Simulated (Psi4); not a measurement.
# C2H3Si (SMILES C#C[SiH2]) at UPBE/aug-cc-pVDZ

What is the vertical electron affinity of C2H3Si at UPBE/aug-cc-pVDZ? 

Program for the calculation: Psi4 1.11.

1 further run of the same task is left out (set aside as unsound or not needed).

## Step 1: The structure to begin with

The species is C2H3Si (6 atoms), meant as a doublet with charge 0. SMILES: `C#C[SiH2]`. The shape is that of a PBE0-D4/def2-TZVP optimisation.

Bond lengths: C1–C2 1.210 Å, C2–Si3 1.803 Å, C1–H4 1.066 Å, Si3–H5 1.484 Å, Si3–H6 1.484 Å. Angles: C1–C2–Si3 174.9°, C2–C1–H4 179.3°, C2–Si3–H5 111.4°, C2–Si3–H6 111.4°, H5–Si3–H6 112.5°.

## Step 2: The energy at UPBE/aug-cc-pVDZ

calc.inp

```
memory 1600 mb

molecule molecule1 {
  0 2
  C      1.019700    -1.302300     0.535000
  C      0.376000    -0.354500     0.145700
  Si    -0.444500     1.136900    -0.449500
  H      1.575400    -2.144400     0.879400
  H     -1.137600     0.894600    -1.738800
  H     -1.346900     1.705600     0.581800
  symmetry c1
  no_reorient
  no_com
}

set {
  basis                aug-cc-pVDZ
  reference            uks
  puream               true
  e_convergence        1e-09
  d_convergence        1e-08
  scf_type             pk
  dft_radial_points    99
  dft_spherical_points 590
  maxiter              200
}

E, wfn = energy("pbe", return_wfn=True)
oeprop(wfn, "QUADRUPOLE", "WIBERG_LOWDIN_INDICES", "MAYER_INDICES", title="PBE")
print_variables()
```

Command:

```sh
$ psi4 -n 1 calc.inp calc.out
```

calc.out:

```text
[...]
  Running in c1 symmetry.
[...]
  Nuclear repulsion =   75.762560947667225
[...]
  Multiplicity = 2
[...]
  Nalpha       = 15
  Nbeta        = 14
[...]
    Number of basis functions: 100
[...]
   @UKS iter   1:  -366.66706004715422   -1.44271e-01   8.15886e-03 ADIIS/DIIS
[...]
   @UKS iter  14:  -367.13608958531307   -5.28644e-12   5.93648e-09 DIIS
[...]
   @S^2 Observed:                7.542579566E-01
[...]
    Orbital Energies [Eh]
    ---------------------
    Alpha Occupied:
       1A    -65.452282     2A     -9.915843     3A     -9.902507
       4A     -5.082130     5A     -3.496586     6A     -3.492865
       7A     -3.491798     8A     -0.692125     9A     -0.533114
      10A     -0.476789    11A     -0.363889    12A     -0.333976
      13A     -0.283685    14A     -0.264907    15A     -0.189899
    Alpha Virtual:
      16A     -0.043418    17A     -0.029138    18A     -0.013404
      19A     -0.003805    20A      0.005071    21A      0.016842
      22A      0.022647    23A      0.036528    24A      0.044536
      25A      0.057405    26A      0.066121    27A      0.068621
[...]
  @UKS Final Energy:  -367.13608958531307
   => Energetics <=
    Nuclear Repulsion Energy =             75.7625609476672253
    One-Electron Energy =                -654.9787713140985943
    Two-Electron Energy =                 244.5858265574136965
    DFT Exchange-Correlation Energy =     -32.5057057762954358
    Empirical Dispersion Energy =           0.0000000000000000
    VV10 Nonlocal Energy =                  0.0000000000000000
    Total Energy =                       -367.1360895853130728
[...]
 Multipole Moments:
 ------------------------------------------------------------------------------------
     Multipole            Electronic (a.u.)      Nuclear  (a.u.)        Total (a.u.)
 ------------------------------------------------------------------------------------
 L = 1.  Multiply by 2.5417464519 to convert [e a0] to [Debye]
 Dipole X            :         -2.2561736            2.3472288            0.0910552
 Dipole Y            :        -12.2801323           12.1539625           -0.1261697
 Dipole Z            :          4.7509334           -4.6986150            0.0523184
 Magnitude           :                                                    0.1641556
 L = 2.  Multiply by 1.3450342976 to convert [e a0^2] to [Debye ang]
 Quadrupole XX       :        -74.1510889           55.1489061          -19.0021828
 Quadrupole XY       :         78.2995749          -80.4763383           -2.1767633
[...]
```

Wall time 40 s (1 thread of Intel Xeon Platinum 8375C at 2.90GHz (Ice Lake), shared host); peak memory 0.81 GiB.

## Step 3: The singlet anion at the same level

calc.py

```python
import psi4

psi4.set_memory('1600 MB')
psi4.set_num_threads(1)
psi4.set_output_file('output.dat', False)

mol = psi4.geometry("""
-1 1
C      1.019700    -1.302300     0.535000
C      0.376000    -0.354500     0.145700
Si    -0.444500     1.136900    -0.449500
H      1.575400    -2.144400     0.879400
H     -1.137600     0.894600    -1.738800
H     -1.346900     1.705600     0.581800
units angstrom
symmetry c1
""")

psi4.set_options({
    'basis': 'aug-cc-pVDZ',
    'puream': True,
    'e_convergence': 1e-09,
    'd_convergence': 1e-08,
    'scf_type': 'pk',
    'dft_radial_points': 99,
    'dft_spherical_points': 590,
})

e_tot, wfn = psi4.energy('PBE', return_wfn=True)
print(f'total energy {e_tot:.8f} hartree = {e_tot * 27.211386:.5f} eV')
for k, v in sorted(psi4.core.scalar_variables().items()):
    print(f'{k:45s} {v:18.10f}')
```

Command:

```sh
$ python calc.py
```

output.dat:

```text
[...]
  Running in c1 symmetry.
[...]
  Nuclear repulsion =   75.762560947667225
[...]
  Multiplicity = 1
[...]
  Nalpha       = 15
  Nbeta        = 15
[...]
    Number of basis functions: 100
[...]
   @RKS iter   1:  -366.48017161040076    4.26171e-02   9.87390e-03 ADIIS/DIIS
[...]
   @RKS iter  13:  -367.17799888912288   -3.24007e-12   2.87840e-09 DIIS
[...]
    Orbital Energies [Eh]
    ---------------------
    Doubly Occupied:
       1A    -65.207453     2A     -9.713222     3A     -9.709847
       4A     -4.838599     5A     -3.251106     6A     -3.250362
       7A     -3.247496     8A     -0.496372     9A     -0.328928
      10A     -0.274227    11A     -0.153337    12A     -0.125532
      13A     -0.083710    14A     -0.073219    15A      0.048315
[...]
  @RKS Final Energy:  -367.17799888912288
   => Energetics <=
    Nuclear Repulsion Energy =             75.7625609476672253
    One-Electron Energy =                -661.2081406031468305
    Two-Electron Energy =                 250.9691146883327804
    DFT Exchange-Correlation Energy =     -32.7015339219760435
    Empirical Dispersion Energy =           0.0000000000000000
    VV10 Nonlocal Energy =                  0.0000000000000000
    Total Energy =                       -367.1779988891228754
[...]
 Multipole Moments:
 ------------------------------------------------------------------------------------
     Multipole            Electronic (a.u.)      Nuclear  (a.u.)        Total (a.u.)
 ------------------------------------------------------------------------------------
 L = 1.  Multiply by 2.5417464519 to convert [e a0] to [Debye]
 Dipole X            :          1.3101520           -1.0369653            0.2731867
 Dipole Y            :         -1.0053258           -0.1861097           -1.1914355
 Dipole Z            :          0.4695484           -0.0285167            0.4410317
 Magnitude           :                                                    1.2994840
[...]
```

The script printed:

```text
Memory set to   1.490 GiB by Python driver.
  Threads set to 1 by Python driver.
total energy -367.17799889 hartree = -9991.42226 eV
CURRENT ENERGY                                   -367.1779988891
CURRENT REFERENCE ENERGY                         -367.1779988891
DD SOLVATION ENERGY                                 0.0000000000
DFT FUNCTIONAL TOTAL ENERGY                      -367.1779988891
DFT TOTAL ENERGY                                 -367.1779988891
DFT VV10 ENERGY                                     0.0000000000
DFT XC ENERGY                                     -32.7015339220
GRID ELECTRONS ALPHA                               15.0000055264
GRID ELECTRONS BETA                                15.0000055264
GRID ELECTRONS TOTAL                               30.0000110529
NUCLEAR REPULSION ENERGY                           75.7625609477
ONE-ELECTRON ENERGY                              -661.2081406031
PCM POLARIZATION ENERGY                             0.0000000000
PE ENERGY                                           0.0000000000
SCF ITERATION ENERGY                             -367.1779988891
SCF ITERATIONS                                     13.0000000000
SCF TOTAL ENERGY                                 -367.1779988891
TWO-ELECTRON ENERGY                               250.9691146883
XC GRID RADIAL POINTS                              99.0000000000
XC GRID SPHERICAL POINTS                          590.0000000000
XC GRID TOTAL POINTS                           339063.0000000000
```

It took 26 s on 1 thread of Intel Xeon Platinum 8375C at 2.90GHz (Ice Lake), shared host; peak memory 0.81 GiB.

## Step 4: Results

At UPBE/aug-cc-pVDZ:

| quantity | value |
| --- | --- |
| doublet C2H3Si: total energy | -367.13609 Eh |
| doublet C2H3Si: dipole moment | 0.42 D |
| doublet C2H3Si: HOMO energy (highest over α and β) | -5.17 eV |
| doublet C2H3Si: LUMO energy (lowest over α and β) | -3.65 eV |
| doublet C2H3Si: ⟨S²⟩ | 0.754 |
| singlet anion: total energy | -367.17800 Eh |
| singlet anion: HOMO energy | 1.31 eV |
| singlet anion: LUMO energy | 2.61 eV |
| singlet anion: HOMO–LUMO gap (to an unbound level, set by the basis) | 1.29 eV |
| vertical electron affinity (to the singlet anion) | 1.140 eV |

At fixed nuclei the extra electron is bound by 1.14 eV (110 kJ/mol). The HOMO (singlet anion) lies at positive energy, 1.31 eV, as semi-local functionals often give for anions; only total energies tell whether the electron is bound.
